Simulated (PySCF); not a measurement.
Compound: C5H9 (charge +1).
SMILES with atom numbers: `[CH2:1]=[CH:2][CH+:3][CH2:4][CH3:5]` (hydrogens: H6, H7 on C1; H8 on C2; H9 on C3; H10, H11 on C4; H12, H13, H14 on C5)

A GFN2-xTB structure was refined with PySCF 2.14.0, PBE0-D3(BJ)/def2-SVP geometry optimisation, gas phase. Its GFN2-xTB values:

```tsv
coordinate	GFN2-xTB
C1=C2	1.357 Å
C1–H6	1.080 Å
C1–H7	1.081 Å
C2–C3	1.402 Å
C2–H8	1.082 Å
C3–C4	1.436 Å
C3–H9	1.087 Å
C4–C5	1.515 Å
C4–H10	1.105 Å
C5–H12	1.086 Å
C1–C2–C3	121.4°
C2–C3–C4	125.9°
C3–C4–C5	119.4°
```

How do these coordinates change at the PBE0-D3(BJ)/def2-SVP level?

| coordinate | PBE0-D3(BJ)/def2-SVP (Å or °) | change |
| --- | --- | --- |
| C1–H7 | 1.096 | +0.015 |
| C1–H6 | 1.095 | +0.015 |
| C3–H9 | 1.100 | +0.013 |
| C5–H12 | 1.098 | +0.012 |
| C3–C4 | 1.447 | +0.011 |
| C4–H10 | 1.116 | +0.011 |
| C2–H8 | 1.093 | +0.011 |
| C1=C2 | 1.367 | +0.010 |
| C4–C5 | 1.513 | -0.002 |
| C2–C3 | 1.403 | +0.001 |
| C1–C2–C3 | 119.4 | -2.0 |
| C2–C3–C4 | 126.5 | +0.6 |
| C3–C4–C5 | 119.8 | +0.4 |

The energy falls by 4.5 kJ/mol over 5 energy and gradient evaluations, the largest force component goes from 0.0103 to 4.5e-04 Eh/bohr, and the atoms move by 0.043 Å rms after alignment. Among the bonds, C1–H6 and C1–H7 change most and about equally (+0.015 Å). Bonds longer at the end by more than 0.005 Å: 11 of 13; shorter: 0. Rotational constants go from 14084, 2687, 2319 to 14155, 2648, 2292 MHz.

The run used 115 basis functions and 33 SCF cycles in all. Hardware: one thread, Arm Neoverse V1, on a shared host. Cost: 21 s of wall time.

PBE0-D3(BJ)/def2-SVP frequencies: not computed here.

Shape of the structure used: `[CH2:1]=[CH:2][CH+:3][CH2:4][CH3:5]`: C1–C2–C3–C4 180°, C2–C3–C4–C5 -1°.

One conformer stands for the species.
